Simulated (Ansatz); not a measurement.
**HF2−: single points off equilibrium**

An exercise on one series of results from a longer session: the logs are not shown, and one member is left open.

Program: Ansatz 0.2.0, Gaussian basis. Level of theory: single points in def2-TZVPPD. These are calculated values, not measurements.

Correlated methods freeze the cores.

## Where the work starts

3 atoms, charge -1, spin multiplicity 1.

Atoms are counted from 1 here; the program's logs count them from 0.

Bond lengths: F1–H2 1.098 Å.

As a file:

```xyz
3
charge -1, multiplicity 1
F    -1.03890    0.30470   -0.44830
H    -0.12410    0.05940    0.10780
F     1.20040   -0.33880    0.49570
```

The first run:

Input file run/in.yaml:

```yaml
crystal:
  periodic: [false, false, false]
  atoms:
    - {symbol: F, position_ang: [-1.038900, 0.304700, -0.448300]}
    - {symbol: H, position_ang: [-0.124100, 0.059400, 0.107800]}
    - {symbol: F, position_ang: [1.200400, -0.338800, 0.495700]}
basis:
  gaussian: {orbitals: "def2-TZVPPD.json"}
total_charge: -1
correlation: {method: ccsd_t}
output: {forces: true}
```

The basis file named in the input lies beside it (Basis Set Exchange, JSON).

No record of the launch command was kept for these runs.

Among the steps run: CCSD(T)/def2-TZVPPD; PBE0-D4/def2-TZVPPD; wB97M-V/def2-TZVPPD; r2SCAN-D4/def2-TZVPPD; PBE-D4/def2-TZVPPD; SPW92/def2-TZVPPD; BHLYP-D4/def2-TZVPPD.

One table of the session follows, with a row left open; its other results are not shown here.

| method | RMS force component (eV/Å) | angle to CCSD(T) forces (°) |
| --- | --- | --- |
| CCSD(T) | 1.009 | reference |
| PBE0-D4 | 0.944 | 4.2 |
| wB97M-V | 0.908 | 2.5 |
| r2SCAN-D4 | ? | ? |
| PBE-D4 | 0.716 | 14.6 |
| SPW92 | 0.806 | 19.2 |
| BHLYP-D4 | 1.124 | 3.0 |

**Question.** Estimate the row for r2SCAN-D4.

The run gave: RMS force component (eV/Å): 0.866; angle to CCSD(T) forces (°): 8.0. In the column «RMS force component (eV/Å)» it lies between SPW92 (0.806) and wB97M-V (0.908).
